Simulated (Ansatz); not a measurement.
Input file:

```yaml
crystal:
  periodic: [false, false, false]
  atoms:
    - {symbol: Ge, position_ang: [0.000000, -0.482260, 0.527082]}
    - {symbol: Br, position_ang: [0.000000, -0.416051, -1.771802]}
    - {symbol: H, position_ang: [0.000000, 0.898312, 1.244719]}
basis:
  gaussian: {orbitals: cc-pVDZ}
magnetization: {spin_polarized: false, initial_magnetization: 2}
correlation: {method: ccsdt_q, electrons: outside_noble_gas}
```

```sh
$ ansatz run in.yaml --threads 1 --pin off --events-out ev --progress --plain --max-ram 4096MiB --backend cpu
```

Output:

```
1151 factors; integrals over basis functions are off by at most 1.6e-7 eV
mean field evaluation 1: about -126485.2962 eV, gradient 9.6e0 eV
mean field evaluation 2: about -126485.3114 eV, gradient 9.6e0 eV
mean field evaluation 4: about -126486.0931 eV, gradient 1.7e0 eV
mean field evaluation 8: about -126486.1418 eV, gradient 1.6e-1 eV
mean field evaluation 16: about -126485.9349 eV, gradient 4.4e0 eV
mean field evaluation 32: about -126482.7381 eV, gradient 3.7e-2 eV
mean field evaluation 64: about -126481.7705 eV, gradient 1.4e1 eV
mean field -126486.14226670 eV, -4648.2799929148 hartree, gradient 2.5e-6 eV, S^2 2.000000; 1 other end points of the search recorded, 0 dependent functions left out
determinant -126486.14226670 eV, -4648.2799929148 hartree, with singles and doubles -126491.60708433 eV, -4648.4808212583 hartree
determinant -126482.73812153 eV, -4648.1548928871 hartree, with singles and doubles -126488.30109466 eV, -4648.3593283790 hartree
28 core orbitals not correlated: weight in the atoms' cores, before any rotation towards them, 0.999 or more for the frozen orbitals, at most 0.000 for the correlated occupied ones
reference -126486.14226670 eV, -4648.2799929148 hartree; 7, 5 occupied and 24, 26 virtual orbitals, 1151 factors
second order -4.74805218 eV of doubles, -0.03997400 eV of singles
cycle   1  -5.25737915 eV  change   -4.7e-1 eV  update   7.1e-2
cycle   2  -5.50911039 eV  change   -2.5e-1 eV  update   3.3e-2
cycle   3  -5.61901403 eV  change   -1.1e-1 eV  update   2.2e-2
cycle   4  -5.61053273 eV  change    8.5e-3 eV  update   9.3e-3
cycle   5  -5.61462688 eV  change   -4.1e-3 eV  update   5.2e-3
cycle   6  -5.61757577 eV  change   -2.9e-3 eV  update   2.6e-3
cycle   7  -5.61682335 eV  change    7.5e-4 eV  update   1.5e-3
cycle   8  -5.61702105 eV  change   -2.0e-4 eV  update   6.1e-4
cycle   9  -5.61725896 eV  change   -2.4e-4 eV  update   2.8e-4
cycle  10  -5.61709874 eV  change    1.6e-4 eV  update   1.2e-4
cycle  11  -5.61715917 eV  change   -6.0e-5 eV  update   5.1e-5
cycle  12  -5.61716245 eV  change   -3.3e-6 eV  update   1.9e-5
cycle  13  -5.61717219 eV  change   -9.7e-6 eV  update   9.6e-6
cycle  14  -5.61717984 eV  change   -7.6e-6 eV  update   4.4e-6
cycle  15  -5.61717972 eV  change    1.2e-7 eV  update   2.0e-6
cycle  16  -5.61717929 eV  change    4.3e-7 eV  update   9.9e-7
perturbative correction -0.01022909 eV, -0.0003759121 hartree
Total energy: -126491.76967508 eV, -4648.4867963582 hartree
```

Ran on 1 thread of AMD EPYC 7R13, shared host: 20 s wall, 0.43 GiB peak host memory.
